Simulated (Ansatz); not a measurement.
A nudged elastic band was laid between two geometries of BFH4O (7 atoms, charge 0, multiplicity 1).

Computed with RKS PBE/def2-SVP (Ansatz 0.2.0).

```json
{
 "movable images": "5",
 "climbing image": "yes",
 "spring": "5.0 eV/Å²",
 "optimiser": "quadratic models (default)",
 "start path": "through a guess of the saddle point",
 "force threshold": "0.05 eV/Å",
 "iteration limit": "60",
 "end points": "relaxed"
}
```

First end point:

```xyz
7
Properties=species:S:1:pos:R:3
B -0.034 -0.046 0.183
H -0.475 -0.827 1.022
F 1.328 -0.133 -0.051
H -0.717 0.245 -0.794
O -0.143 1.445 1.078
H 0.310 2.118 0.528
H 0.436 1.329 1.861
```

Last end point:

```xyz
7
Properties=species:S:1:pos:R:3
B 0.359 0.459 -0.837
H -0.963 0.412 3.534
F 1.379 0.955 -1.554
H -0.450 -0.277 -1.357
O 0.228 0.780 0.474
H 0.936 1.378 0.783
H -0.784 0.424 2.785
```

(1) What changes between the two ends?

(2) What energy profile does the band end with?

(3) What is the geometry of the highest image?

Answers

(1) Bonds broken: B1–H2, O5–H7. Bonds formed: H2–H7. BFH4O becomes BFH2O + H2.

(2) It converged. The highest image is number 2 of 0 to 6, 17.0 kcal/mol above the first end and 39.5 kcal/mol above the last; the last end lies 22.4 kcal/mol below the first. Neighbouring images differ by up to 1.6 eV, so the band resolves the path poorly. A vibrational analysis at the climbing image gives one clearly imaginary mode, 1206i cm⁻¹: a first-order saddle point. The orbitals stay closed-shell, which can raise the energy where a bond breaks towards radicals; this wasn't checked here.

| image | path coordinate (Å) | energy (kcal/mol) | B1–H2 (Å) | O5–H7 (Å) | H2–H7 (Å) |
| --- | --- | --- | --- | --- | --- |
| 0 | 0.00 | 0.0 | 1.23 | 0.98 | 2.49 |
| 1 | 0.94 | 0.5 | 1.23 | 0.98 | 2.14 |
| 2 | 1.87 | 17.0 | 1.39 | 1.26 | 1.06 |
| 3 | 3.04 | -19.4 | 2.45 | 2.34 | 0.77 |
| 4 | 4.21 | -22.0 | 3.53 | 2.64 | 0.77 |
| 5 | 5.38 | -22.3 | 4.22 | 2.57 | 0.77 |
| 6 | 6.55 | -22.4 | 4.57 | 2.55 | 0.77 |

(3) 
```xyz
7
Properties=species:S:1:pos:R:3
B 0.048 0.245 0.129
H -0.361 -0.359 1.312
F 1.339 -0.104 -0.122
H -0.811 0.022 -0.702
O -0.054 1.697 0.739
H 0.854 1.940 1.014
H -0.310 0.691 1.458
```

Run time: 100 s on 1 thread of Intel(R) Xeon(R) Platinum 8488C (Sapphire Rapids), on a shared host, peak memory 0.12 GiB.
